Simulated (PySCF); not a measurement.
The first ionisation energy along the third row

All values are computed (PySCF 2.14, energy differences of UHF-based or UKS calculations, no spin-orbit coupling). Values in eV. The last column holds reference values (NIST; (s) semi-empirical, (t) theoretical, else measured). Unmarked ones compare directly (S terms, centres of terms, or small fine structure); those marked * lie between the lowest fine-structure levels and include a spin-orbit shift.

```json
{"element": "Mg (def2-SVP, non-relativistic)", "configurations": "[Ne] 3s2 → [Ne] 3s1", "UHF": "6.588", "BP86": "7.734", "MP2 (valence)": "7.135", "SCS-MP2 (valence)": "7.244", "CCSD (valence)": "7.457", "CCSD(T) (valence)": "7.457", "reference": "7.646"}
{"element": "Al (def2-SVP, non-relativistic)", "configurations": "[Ne] 3s2 3p1 → [Ne] 3s2", "UHF": "5.558", "BP86": "6.141", "MP2 (valence)": "5.656", "SCS-MP2 (valence)": "5.635", "CCSD (valence)": "5.704", "CCSD(T) (valence)": "5.720", "reference": "5.977"}
{"element": "Si (def2-SVP, non-relativistic)", "configurations": "[Ne] 3s2 3p2 → [Ne] 3s2 3p1", "UHF": "7.645", "BP86": "8.248", "MP2 (valence)": "7.870", "SCS-MP2 (valence)": "7.803", "CCSD (valence)": "7.875", "CCSD(T) (valence)": "7.884", "reference": "8.157"}
{"element": "P (def2-SVP, non-relativistic)", "configurations": "[Ne] 3s2 3p3 → [Ne] 3s2 3p2", "UHF": "9.939", "BP86": "10.507", "MP2 (valence)": "10.258", "SCS-MP2 (valence)": "10.129", "CCSD (valence)": "10.174", "CCSD(T) (valence)": "10.176", "reference": "10.526"}
{"element": "S (def2-SVP, non-relativistic)", "configurations": "[Ne] 3s2 3p4 → [Ne] 3s2 3p3", "UHF": "9.190", "BP86": "10.526", "MP2 (valence)": "9.563", "SCS-MP2 (valence)": "9.603", "CCSD (valence)": "9.563", "CCSD(T) (valence)": "9.568", "reference": "10.336"}
{"element": "Cl (def2-SVP, non-relativistic)", "configurations": "[Ne] 3s2 3p5 → [Ne] 3s2 3p4", "UHF": "11.784", "BP86": "13.025", "MP2 (valence)": "12.328", "SCS-MP2 (valence)": "12.313", "CCSD (valence)": "12.263", "CCSD(T) (valence)": "12.262", "reference": "12.974"}
{"element": "Ar (def2-SVP, non-relativistic)", "configurations": "[Ar] → [Ne] 3s2 3p5", "UHF": "14.613", "BP86": "n/a", "MP2 (valence)": "15.346", "SCS-MP2 (valence)": "15.258", "CCSD (valence)": "15.206", "CCSD(T) (valence)": "15.201", "reference": "15.819"}
```

| method | elements | mean error (eV) | mean absolute error (eV) | largest error (eV) |
| --- | --- | --- | --- | --- |
| UHF | 7 | -0.874 | 0.874 | -1.206 |
| BP86 | 6 | 0.094 | 0.101 | 0.190 |
| MP2 (valence) | 7 | -0.468 | 0.468 | -0.772 |
| SCS-MP2 (valence) | 7 | -0.493 | 0.493 | -0.732 |
| CCSD (valence) | 7 | -0.456 | 0.456 | -0.773 |
| CCSD(T) (valence) | 7 | -0.452 | 0.452 | -0.768 |

Errors include the incompleteness of the basis and the frozen core.

"Valence" correlates the outer s and p shells and, in groups 3 to 12 and the f block, the outer d or f shell, open or full, or the next shell where the ion has no valence electron left; the wider scheme adds the next inner shell.
